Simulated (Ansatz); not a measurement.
# CHOSi (doublet): the correlation ladder, def2-QZVPP

The task here is to estimate one member of a computed series from the others.

The runs use Ansatz 0.2.0, Gaussian basis; def2-QZVPP, core rule «outside noble gas», up to 7 orbitals frozen.

To be run: UHF; ROHF; CCSD(T) on UHF.

2 further runs of the same task are left out: 2 set aside as unsound or not needed.

## The system

The geometry is a PBE0/def2-TZVP stationary point (not a proven minimum).

4 atoms, charge 0, spin multiplicity 2.

Atoms are counted from 1 here; the program's logs count them from 0.

Bond lengths: O1–C2 1.331 Å, O1–Si3 1.857 Å, C2–Si3 1.748 Å, C2–H4 1.085 Å. Angles: C2–O1–Si3 64.0°, O1–C2–Si3 72.8°, O1–C2–H4 121.1°, Si3–C2–H4 166.2°, O1–Si3–C2 43.2°.

Coordinates:

```xyz
4

O     0.0000   -0.6689    0.8423
C     0.0000    0.6605    0.7702
Si    0.0000    0.0530   -0.8690
H     0.0000    1.2700    1.6680
```

Set-up of the first run:

The input, in.yaml:

```yaml
crystal:
  periodic: [false, false, false]
  atoms:
    - {symbol: O, position_ang: [0.000000, -0.668907, 0.842254]}
    - {symbol: C, position_ang: [0.000000, 0.660489, 0.770206]}
    - {symbol: Si, position_ang: [0.000000, 0.053019, -0.869044]}
    - {symbol: H, position_ang: [0.000000, 1.270023, 1.668016]}
basis:
  gaussian: {orbitals: "def2-QZVPP.json"}
magnetization: {spin_polarized: true, initial_magnetization: 1}
hamiltonian: {xc: hf}
output: {orbitals: {seedname: orbitals}}
```

On the command line:

```bash
ansatz run in.yaml --threads 1 --pin off --events-out ev --progress --plain --max-ram 2393MiB
```

Among the steps run: UHF; ROHF; CCSD(T) on UHF.

One of the session's tables, all rows but one given; the rest of the session is left out.

It belongs to the step «Misses and costs». 

```
  method  from UCCSD(T) (kcal/mol)
    ROHF                         ?
     UHF                   +343.84
    UMP2                    +23.48
   UCCSD                    +17.44
UCCSD(T)                         0
```

Q: Estimate the row for ROHF from the others.

The run gave: from UCCSD(T) (kcal/mol): +347.59. In the column «from UCCSD(T) (kcal/mol)» it is the highest.
